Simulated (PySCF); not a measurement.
# CH5FSi (SMILES C[SiH2]F) at 4 levels

We compute a comparison of 4 runs (BHLYP/6-311+G**, PBE0/6-311+G**, r2SCAN/6-311+G**, wB97X/6-311+G**) of CH5FSi. The job is set up through a Python script.

Program for the calculation: PySCF 2.14.0.

### 1 The molecule

CH5FSi has 8 atoms, charge 0, and is taken as a singlet. SMILES: `C[SiH2]F`. The shape is that of a PBE0-D4/def2-TZVP optimisation.

Bond lengths: C1–Si2 1.853 Å, Si2–F3 1.604 Å, C1–H4 1.092 Å, C1–H5 1.094 Å, C1–H6 1.092 Å, Si2–H7 1.485 Å, Si2–H8 1.485 Å. Some angles: C1–Si2–F3 109.4°, C1–Si2–H7 111.5°, C1–Si2–H8 111.5°, F3–Si2–H7 107.3°, F3–Si2–H8 107.3°, Si2–C1–H4 111.0°, Si2–C1–H5 110.1°, Si2–C1–H6 111.1°, H7–Si2–H8 109.7°, H4–C1–H5 108.1°.

### 2 The energy at BHLYP/6-311+G(d,p) (run 1)

Input file mol.xyz:

```xyz
8
CH5FSi
C     -0.521400     0.700300    -0.437000
Si     0.448400    -0.642000     0.395200
F      1.946500    -0.649600    -0.178800
H     -0.562400     0.542500    -1.517100
H     -1.546700     0.713200    -0.056500
H     -0.077200     1.680300    -0.248400
H      0.538700    -0.420800     1.860700
H     -0.133700    -1.981200     0.126000
```

Input file calc.py:

```python
from pyscf import gto, dft

molecule = gto.M(
    atom='mol.xyz',
    verbose=3,
    spin=0,
    basis='6-311+g**',
    max_memory=1860,
    charge=0,
)

mf = dft.RKS(molecule)
mf.xc = 'bhandhlyp'
mf.conv_tol = 1e-10
mf.grids.level = 5
mf.kernel()
if not mf.converged:
    mf = mf.newton().run(mf.mo_coeff, mf.mo_occ)

etot = mf.e_tot
print(f'total energy: {etot:.8f} hartree')
```

Started as:

```bash
OMP_NUM_THREADS=1 python calc.py
```

What it wrote:

```text
converged SCF energy = -430.500401766393
total energy: -430.50040177 hartree
```

Wall time 21 s (1 thread of Intel Xeon at 2.70GHz, shared host); peak memory 0.53 GiB.

### 3 A single-point energy at PBE0/6-311+G(d,p) (run 2)

Input file input.py:

```python
from pyscf import gto, dft

mol = gto.M(
    atom='''
C     -0.985303     1.323375    -0.825810
Si     0.847353    -1.213204     0.746820
F      3.678352    -1.227566    -0.337883
H     -1.062782     1.025176    -2.866904
H     -2.922839     1.347753    -0.106770
H     -0.145887     3.175307    -0.469408
H      1.017995    -0.795197     3.516213
H     -0.252656    -3.743925     0.238105
''',
    unit='bohr',
    verbose=3,
    basis='6-311+g**',
    max_memory=1860,
    spin=0,
)

mf = dft.RKS(mol, xc='pbe0')
mf.grids.level = 5
mf.conv_tol = 1e-10
mf.kernel()
if not mf.converged:
    mf = mf.newton().run(mf.mo_coeff, mf.mo_occ)

e_tot = mf.e_tot
print(f'total energy: {e_tot:.8f} hartree')
```

Started as:

```bash
OMP_NUM_THREADS=1 python input.py
```

What it wrote:

```text
converged SCF energy = -430.288866726788
total energy: -430.28886673 hartree
```

Wall time 21 s (1 thread of Intel Xeon at 2.70GHz, shared host); peak memory 0.53 GiB.

Run 3 isn't shown in full; the table further down has it.

### 4 A single-point energy at wB97X/6-311+G(d,p) (run 4)

mol.xyz: that of step 2 with these lines changed.

```diff
@@ -1,3 +1,3 @@
 8
-CH5FSi
+
 C     -0.521400     0.700300    -0.437000
```

Input file job.py:

```python
from pyscf import gto, dft

system = gto.Mole()
system.atom = 'mol.xyz'
system.max_memory = 1860
system.verbose = 3
system.spin = 0
system.basis = '6-311+g**'
system.build()

calc0 = dft.RKS(system)
calc0.xc = 'wb97x'
calc0.grids.level = 5
calc0.conv_tol = 1e-10
calc0.kernel()
if not calc0.converged:
    calc0 = calc0.newton().run(calc0.mo_coeff, calc0.mo_occ)

etot = calc0.e_tot
print('E(%s) = %.9f' % ('WB97X', etot))
```

Started as:

```bash
OMP_NUM_THREADS=1 python job.py
```

What it wrote:

```text
converged SCF energy = -430.525760253147
E(WB97X) = -430.525760253
```

Wall time 35 s (1 thread of Intel Xeon at 2.70GHz, shared host); peak memory 0.53 GiB.

### 5 Overview of the runs

| run | level | energy (Eh) | dipole moment (D) | HOMO energy (eV) | LUMO energy (eV) | wall time |
| --- | --- | --- | --- | --- | --- | --- |
| 1 | BHLYP/6-311+G** | -430.500402 | 2.02 | -10.65 | 0.48 | 21 s |
| 2 | PBE0/6-311+G** | -430.288867 | 1.97 | -9.32 | 0.11 | 21 s |
| 3 | r2SCAN/6-311+G** | -430.465427 | 1.92 | -8.24 | -0.05 | 40 s |
| 4 | wB97X/6-311+G** | -430.525760 | 1.99 | -11.77 | 1.66 | 35 s |

### 6 Results

| quantity | value |
| --- | --- |
| run 4: total energy | -430.52576 Eh |
| run 4: dipole moment | 1.99 D |
| run 4: HOMO energy | -11.77 eV |
| run 4: LUMO energy | 1.66 eV |
| run 4: HOMO–LUMO gap | 13.43 eV |

The dipole moment (its size) runs from 1.92 D (r2SCAN/6-311+G**) to 2.02 D (BHLYP/6-311+G**). The HOMO–LUMO gap runs from 8.19 eV (r2SCAN/6-311+G**) to 13.43 eV (wB97X/6-311+G**). Totals of different functionals can't be ranked against each other. All runs together took 1.9 min, the longest 40 s.
